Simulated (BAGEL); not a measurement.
**C2H2O (ethenone): RI-MP2/pcseg-1 (density fitting with AutoAux, cc-pvtz-ri for correlation, step bohr 0.0005 bohr)**

Aim: the harmonic vibrations of C2H2O (ethenone). 

The results are computed with BAGEL 1.2.2.

**1. The structure to begin with**

C2H2O: 5 atoms, total charge 0, spin state singlet. As SMILES, `C=C=O`. Geometry: relaxed at PBE0-D4/def2-TZVP.

Bond lengths: C1–C2 1.307 Å, C2–O3 1.156 Å, C1–H4 1.080 Å, C1–H5 1.080 Å. Angles: C1–C2–O3 180.0°, C2–C1–H4 119.5°, C2–C1–H5 119.5°, H4–C1–H5 121.1°.

**2. The harmonic vibrations at RI-MP2/pcseg-1 (density fitting with AutoAux, cc-pvtz-ri for correlation, step bohr 0.0005 bohr)**

The input, job.json:

```json
{ "bagel" : [

{
  "title" : "molecule",
  "basis" : "pcseg-1.json",
  "df_basis" : "pcseg-1-autoaux.json",
  "angstrom" : true,
  "finite_nucleus" : true,
  "geometry" : [
    { "atom" : "C", "xyz" : [      -0.361800,       0.279000,      -0.270700 ] },
    { "atom" : "C", "xyz" : [       0.535300,      -0.429800,       0.362500 ] },
    { "atom" : "O", "xyz" : [       1.329000,      -1.057000,       0.922700 ] },
    { "atom" : "H", "xyz" : [      -1.204100,      -0.217300,      -0.729100 ] },
    { "atom" : "H", "xyz" : [      -0.248500,       1.351400,      -0.326800 ] }
  ]
},

{
  "title" : "hessian",
  "dx" : 5.0e-4,
  "method" : [
    {
      "title" : "mp2",
      "frozen" : false,
      "aux_basis" : "cc-pvtz-ri"
    }
  ]
}

]}
```

The basis set pcseg-1 is read from a file made from the Basis Set Exchange's data (not shown).

Command:

```console
$ BAGEL_NUM_THREADS=1 BAGEL job.json > job.out
```

**Question.** What will come out? Wanted: lowest harmonic wavenumber; highest harmonic wavenumber; zero-point energy.

Answer, from the run:

At RI-MP2/pcseg-1 (density fitting with AutoAux, cc-pvtz-ri for correlation, step bohr 0.0005 bohr):

```
                   quantity        value
 lowest harmonic wavenumber     374 cm⁻¹
highest harmonic wavenumber    3404 cm⁻¹
          zero-point energy  84.4 kJ/mol
```

**Reading.** All 9 modes are real. The vibrations are taken at a shape not relaxed at this level, so they aren't the harmonic values of a minimum.
